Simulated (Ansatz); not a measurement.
A nudged elastic band was laid between two geometries of H2S + H4OSi (9 atoms, charge 0, multiplicity 1).

Computed with RKS revPBE/def2-SVP (Ansatz).

```json
{"movable images": "7", "climbing image": "yes", "spring": "5.0 eV/Å²", "optimiser": "quadratic models (default)", "start path": "through a guess of the saddle point", "force threshold": "0.05 eV/Å", "iteration limit": "60", "end points": "relaxed"}
```

First end point:

```xyz
9
Properties=species:S:1:pos:R:3
Si -0.391 0.645 -0.253
O 0.077 -0.208 1.138
H -0.645 -0.441 1.749
H 0.874 0.867 -1.027
H -1.020 1.971 0.092
H -1.374 -0.136 -1.089
S 1.581 -3.163 2.449
H 1.148 -3.900 1.390
H 1.300 -1.992 1.806
```

Last end point:

```xyz
9
Properties=species:S:1:pos:R:3
Si 0.252 0.221 -0.822
O -0.415 -1.528 2.817
H -0.656 -2.473 2.876
H 0.843 0.554 -2.164
H 0.371 1.424 0.079
H -1.212 -0.091 -0.994
S 1.379 -1.473 -0.089
H 0.668 -1.538 1.089
H 0.316 -1.454 3.461
```

Question: What changes between the two ends?

Answer: Bonds broken: Si1–O2, S7–H9. Bonds formed: Si1–S7, O2–H9. H2S + H4OSi becomes H2O + H4SSi.

Question: What energy profile does the band end with?

Answer: The run converged. The highest image is number 4 of 0 to 8, 26.9 kcal/mol above the first end and 23.7 kcal/mol above the last; the last end lies 3.2 kcal/mol above the first. The profile has 2 maxima (images 4, 6) with wells between them (image 5): this band takes more than one step, which may be the mechanism or a detour left from its start path. A vibrational analysis at the climbing image gives one clearly imaginary mode, 283i cm⁻¹: a first-order saddle point. The orbitals stay closed-shell, which can raise the energy where a bond breaks towards radicals; this wasn't checked here.

```tsv
image	path coordinate (Å)	energy (kcal/mol)	Si1–O2 (Å)	S7–H9 (Å)	Si1–S7 (Å)
0	0.00	0.0	1.70	1.37	5.07
1	1.04	0.1	1.70	1.37	4.70
2	2.08	0.3	1.70	1.37	4.13
3	3.13	4.4	1.72	1.39	3.31
4	4.17	26.9	1.95	1.87	2.57
5	6.02	6.5	3.42	2.48	2.19
6	7.87	7.0	3.67	2.61	2.20
7	9.72	4.3	3.43	3.55	2.17
8	11.57	3.2	4.09	3.71	2.16
```

Question: What is the geometry of the highest image?

Answer: 
```xyz
9
Properties=species:S:1:pos:R:3
Si 0.064 -0.183 -0.036
O 0.125 -0.099 1.912
H -0.730 -0.008 2.384
H 1.276 0.438 -0.658
H -0.935 0.971 0.061
H -0.723 -1.156 -0.875
S 1.446 -2.189 0.775
H 0.413 -3.073 0.678
H 0.611 -1.056 2.012
```

Time of the run: 7.5 min on 1 thread of Arm Neoverse V1, on a shared host, peak memory 0.14 GiB.
